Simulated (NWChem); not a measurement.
**SiH4 (silane): levels of theory compared**

Aim: a comparison of 3 runs (B3LYP/cc-pVTZ, BLYP/cc-pVTZ, PBE/cc-pVTZ) of SiH4 (silane). 

The results are computed with NWChem 7.3.0.

### 1 The system as given

SiH4 has 5 atoms, charge 0, and is taken as a singlet. SMILES: `[SiH4]`. The coordinates come from a PBE0-D4/def2-TZVP relaxation.

Bond lengths: Si1–H2 1.485 Å, Si1–H3 1.485 Å, Si1–H4 1.485 Å, Si1–H5 1.485 Å. Angles: H2–Si1–H3 109.5°, H2–Si1–H4 109.5°, H2–Si1–H5 109.5°, H3–Si1–H4 109.5°, H3–Si1–H5 109.5°, H4–Si1–H5 109.5°.

### 2 Energy and forces at B3LYP/cc-pVTZ (run 1)

Contents of h4si.nw:

```
start h4si
title "H4Si"
memory total 2200 mb
charge 0

geometry units angstrom noautosym nocenter noautoz
Si       0.000000       0.000000      -0.000100
H        0.967600      -0.688400       0.890900
H       -1.331000       0.044900       0.656000
H       -0.105100      -0.740300      -1.282600
H        0.468500       1.383800      -0.264200
end

basis spherical bse
* library cc-pVTZ
end

dft
xc b3lyp
grid fine
convergence energy 1e-08
maxiter 100
mulliken
end

task dft gradient
```

On the command line:

```bash
$ nwchem h4si.nw > h4si.out
```

Log:

```text
[...]
          Wavefunction type:  closed shell.
          No. of atoms     :     5
          No. of electrons :    18
[...]
          Charge           :     0
          Spin multiplicity:     1
[...]
          AO basis - number of functions:    90
[...]
              XC Information
              --------------
                         B3LYP Method XC Potential
                     Hartree-Fock (Exact) Exchange  0.200
                        Slater Exchange Functional  0.800 local
                    Becke 1988 Exchange Functional  0.720 non-local
              Lee-Yang-Parr Correlation Functional  0.810
                  VWN I RPA Correlation Functional  0.190 local
[...]
 d= 0,ls=0.0,diis     1   -291.9051251970 -3.13D+02  3.21D-03  1.71D-01     5.0
[...]
 d= 0,ls=0.0,diis     7   -291.9183343565 -2.19D-10  9.05D-09  1.66D-12    25.0
         Total DFT energy =     -291.918334356479
      One electron energy =     -445.628637629631
           Coulomb energy =      154.833019944695
    Exchange-Corr. energy =      -22.393306482000
 Nuclear repulsion energy =       21.270589810457
[...]
  wavefunction    = closed shell
                         DFT ENERGY GRADIENTS
    atom               coordinates                        gradient
                 x          y          z           x          y          z
   1 Si      0.000000   0.000000  -0.000189   -0.000003  -0.000016  -0.000033
   2 H       1.828499  -1.300887   1.683557    0.000480  -0.000344   0.000455
   3 H      -2.515225   0.084849   1.239660   -0.000666   0.000019   0.000340
   4 H      -0.198610  -1.398964  -2.423763   -0.000053  -0.000369  -0.000633
   5 H       0.885337   2.615003  -0.499266    0.000242   0.000710  -0.000129
[...]
```

Wall time 35 s (1 thread of AMD EPYC, shared host); peak memory 0.13 GiB.

### 3 Energy and forces at BLYP/cc-pVTZ (run 2)

Contents of run.py:

```python
from ase import Atoms
from ase.calculators.nwchem import NWChem

mol = Atoms(['Si', 'H', 'H', 'H', 'H'], positions=[
    [-0.000000, 0.000000, -0.000100],
    [0.967600, -0.688400, 0.890900],
    [-1.331000, 0.044900, 0.656000],
    [-0.105100, -0.740300, -1.282600],
    [0.468500, 1.383800, -0.264200],
])

calc = NWChem(
    label='job',
    theory='dft',
    memory='2200 mb',
    basis='cc-pVTZ',
    basispar='spherical bse',
    dft={'xc': 'becke88 lyp', 'mult': '1', 'grid': 'fine', 'convergence': 'energy 1e-08', 'iterations': '100', 'mulliken': None},
)
mol.calc = calc

forces = mol.get_forces()
print(f"energy = {mol.get_potential_energy():.6f} eV")
print("forces (eV/A):")
for s, f in zip(mol.symbols, forces):
    print(f"{s:2s} {f[0]:10.5f} {f[1]:10.5f} {f[2]:10.5f}")
print("dipole (e A):", mol.get_dipole_moment().round(4))
```

On the command line:

```bash
$ export ASE_NWCHEM_COMMAND="nwchem PREFIX.nwi > PREFIX.nwo"
$ python run.py
```

Log:

```text
energy = -7942.339435 eV
forces (eV/A):
Si    0.00015    0.00082    0.00159
H     0.06166   -0.04376    0.05615
H    -0.08454    0.00303    0.04109
H    -0.00668   -0.04710   -0.08192
H     0.02941    0.08701   -0.01692
dipole (e A): [-0.     -0.     -0.0001]
```

The calculator wrote job.nwi:

```
title "job"

permanent_dir job

scratch_dir job

start job

geometry units angstrom nocenter noautosym noautoz
  Si -0.0000000000000000e+00 0.0000000000000000e+00 -1.0000000000000000e-04
  H  9.6760000000000002e-01 -6.8840000000000001e-01 8.9090000000000003e-01
  H  -1.3310000000000000e+00 4.4900000000000002e-02 6.5600000000000003e-01
  H  -1.0510000000000000e-01 -7.4029999999999996e-01 -1.2826000000000000e+00
  H  4.6850000000000003e-01 1.3837999999999999e+00 -2.6419999999999999e-01
end

memory 2200 mb

basis spherical bse noprint
   * library cc-pVTZ
end

dft
  xc becke88 lyp
  mult 1
  grid fine
  convergence energy 1e-08
  iterations 100
  mulliken
end

task dft gradient
```

job.nwo:

```text
Northwest Computational Chemistry Package (NWChem) 7.3.0
             --------------------------------------------------------

           Job information
           ---------------

    nwchem branch   = 7.3.0
    use scalapack   = T
    input           = job.nwi
    prefix          = job.
    data base       = job/job.db
    status          = startup
    nproc           =        1

           Memory information
           ------------------

[... 5 lines left out ...]
    hardfail = no
[... 95 lines left out ...]
  convergence criterion.
[... 37 lines left out ...]
          Spatial weights used:  Erf1
[... 32 lines left out ...]
 1-e energy   =    -444.410297
[... 39 lines left out ...]
           Coulomb energy =      154.784611037395
[... 709 lines left out ...]
          Convergence on density requested:  1.00D-05
[... 23 lines left out ...]
          total energy or number of iterations.
[... 36 lines left out ...]
                 ----------------------------------------
                 |  Time  |  1-e(secs)   |  2-e(secs)   |
                 ----------------------------------------
                 |  CPU   |       0.01   |       6.45   |
                 ----------------------------------------
                 |  WALL  |       0.01   |       6.45   |
                 ----------------------------------------

 Task  times  cpu:       33.0s     wall:       33.0s
 Total times  cpu:       33.0s     wall:       33.0s
```

Run time: 35 s. Hardware: 1 thread of AMD EPYC, shared host; peak memory 0.13 GiB.

### 4 Energy and gradient at PBE/cc-pVTZ (run 3)

Contents of mymol.nw:

```
start mymol
memory total 2200 mb

geometry units angstroms noautosym nocenter noautoz
  Si    0.000000    0.000000   -0.000100
  H     0.967600   -0.688400    0.890900
  H    -1.331000    0.044900    0.656000
  H    -0.105100   -0.740300   -1.282600
  H     0.468500    1.383800   -0.264200
end

basis "ao basis" spherical bse
  Si library cc-pVTZ
  H library cc-pVTZ
end

dft
  xc xpbe96 cpbe96
  grid fine
  convergence energy 1e-08
  iterations 100
  mulliken
end

task dft gradient
```

On the command line:

```bash
$ nwchem mymol.nw > mymol.out
```

Log:

```text
[...]
          Wavefunction type:  closed shell.
          No. of atoms     :     5
          No. of electrons :    18
[...]
          Charge           :     0
          Spin multiplicity:     1
[...]
          AO basis - number of functions:    90
[...]
              XC Information
              --------------
          PerdewBurkeErnzerhof Exchange Functional  1.000
            Perdew 1991 LDA Correlation Functional  1.000 local
           PerdewBurkeErnz. Correlation Functional  1.000 non-local
[...]
 d= 0,ls=0.0,diis     1   -291.7107499446 -3.13D+02  3.61D-03  2.02D-01     5.0
[...]
 d= 0,ls=0.0,diis     7   -291.7228622119 -1.49D-10  6.22D-09  5.42D-13    24.9
         Total DFT energy =     -291.722862211907
      One electron energy =     -445.660959959786
           Coulomb energy =      154.847508186687
    Exchange-Corr. energy =      -22.180000249265
 Nuclear repulsion energy =       21.270589810457
[...]
  wavefunction    = closed shell
                         DFT ENERGY GRADIENTS
    atom               coordinates                        gradient
                 x          y          z           x          y          z
   1 Si      0.000000   0.000000  -0.000189   -0.000003  -0.000018  -0.000031
   2 H       1.828499  -1.300887   1.683557   -0.002502   0.001779  -0.002292
   3 H      -2.515225   0.084849   1.239660    0.003437  -0.000119  -0.001684
   4 H      -0.198610  -1.398964  -2.423763    0.000271   0.001914   0.003321
   5 H       0.885337   2.615003  -0.499266   -0.001202  -0.003556   0.000685
[...]
```

Wall time 34 s (1 thread of AMD EPYC, shared host); peak memory 0.13 GiB.

### 5 The series

| run | level | energy (Eh) | dipole moment (D) | HOMO energy (eV) | LUMO energy (eV) | wall time |
| --- | --- | --- | --- | --- | --- | --- |
| 1 | B3LYP/cc-pVTZ | -291.918334 | 0.00 | -9.66 | 0.94 | 35 s |
| 2 | BLYP/cc-pVTZ | -291.875593 | 0.00 | -8.43 | 0.43 | 35 s |
| 3 | PBE/cc-pVTZ | -291.722862 | 0.00 | -8.51 | 0.31 | 34 s |

### 6 What came out

| quantity | value |
| --- | --- |
| run 3: total energy | -291.72286 Eh |
| run 3: dipole moment | 0.00 D |
| run 3: HOMO energy | -8.51 eV |
| run 3: LUMO energy | 0.31 eV |
| run 3: HOMO–LUMO gap | 8.83 eV |
| run 3: largest force on an atom | 0.198 eV/Å |

What this shows: The HOMO–LUMO gap runs from 8.83 eV (PBE/cc-pVTZ) to 10.61 eV (B3LYP/cc-pVTZ). Totals of different functionals can't be ranked against each other. All runs together took 1.7 min, the longest 35 s.
